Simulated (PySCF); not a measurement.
Compound: C4H3FO.
SMILES with atom numbers: `[O:1]=[C:2]1[CH:3]=[CH:4][C@@H:5]1[F:6]` (hydrogens: H7 on C3; H8 on C4; H9 on C5)

The calculation used PySCF 2.14.0, PBE0-D3(BJ)/def2-SVP geometry optimisation, gas phase.

(1) List the bond lengths, angles and torsions at this level.

## Answers

(1) 
| bond | length (Å) | order |
| --- | --- | --- |
| O1=C2 | 1.193 | double |
| C2–C3 | 1.490 | single |
| C3=C4 | 1.351 | double |
| C4–C5 | 1.512 | single |
| C5–F6 | 1.360 | single |
| C2–C5 | 1.560 | single |
| C3–H7 | 1.092 | single |
| C4–H8 | 1.092 | single |
| C5–H9 | 1.105 | single |

Orders are formal, as drawn. A selection of angles:
| angle | degrees |
| --- | --- |
| O1–C2–C3 | 137.0 |
| O1–C2–C5 | 134.5 |
| C3–C2–C5 | 88.4 |
| C2–C3–C4 | 92.0 |
| C2–C3–H7 | 134.2 |
| C4–C3–H7 | 133.8 |
| C3–C4–C5 | 95.8 |
| C3–C4–H8 | 133.0 |
| C5–C4–H8 | 131.2 |
| C4–C5–F6 | 116.7 |
| C4–C5–H9 | 115.5 |
| F6–C5–H9 | 108.7 |
| C2–C5–C4 | 83.5 |
| C2–C5–F6 | 116.1 |
| C2–C5–H9 | 114.8 |

Dihedral angles: O1–C2–C3–C4 -172° (antiperiplanar); C2–C3–C4–C5 -4° (synperiplanar); C3–C4–C5–F6 120° (anticlinal); O1–C2–C5–C4 173° (antiperiplanar).

The 4-membered ring C2–C3–C4–C5 has internal angles of 83.5° to 95.8°; it is almost planar, 0.03 Å rms from its mean plane, widest ring torsion 4°. The C–C distances run from 1.351 Å (C3=C4, drawn double) to 1.560 Å (C2–C5, drawn single), a spread of 0.209 Å.

Point group: C1 (no symmetry element, even within 0.4 Å). Whether it is a minimum is left open (no frequencies).
